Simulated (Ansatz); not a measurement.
Process, species as SMILES: F[CH]F → F[CH-]F (an electron is taken up)
B3LYP-D3(BJ)/def2-TZVP geometries, fixed; electronic energies without zero-point terms; positive where energy is released.
Largest species:
```xyz
4

C      0.0374     0.0032     0.5083
F     -0.0384     1.0965    -0.2444
F     -0.0849    -1.0976    -0.2269
H      0.8851    -0.0093     1.1920
```
Charge 0, spin multiplicity 2.

Effect of a fitting basis named in the input at HF/def2-TZVPP with Ansatz (a first-principles code), against the last row, where the adiabatic electron affinity is -0.93 eV (the electron is unbound at this level). Open shells are unrestricted. The default fits or decomposes integrals by the program's own choice; accuracy: high also tightens integrals, grids and stops.

```tsv
setting	largest shift of a total energy (mEh)	shift of the adiabatic electron affinity (eV)
fitting: def2-SV(P)-JKFIT	0.099	-0.001
fitting: def2-universal-JKFIT	0.099	-0.001
fitting: cc-pVTZ-JKFIT	0.078	0.000
fitting: cc-pVQZ-JKFIT	0.016	0.000
fitting: cc-pV5Z-JKFIT	0.003	0.000
accuracy: high	-0.005	0.000
accuracy: medium (default)	0.000	0.000
```

Within 0.002 eV in the adiabatic electron affinity: fitting: def2-SV(P)-JKFIT; fitting: def2-universal-JKFIT; fitting: cc-pVTZ-JKFIT; fitting: cc-pVQZ-JKFIT; fitting: cc-pV5Z-JKFIT; accuracy: high. The largest shift is 0.099 mEh in a total energy and 0.001 eV in the difference.
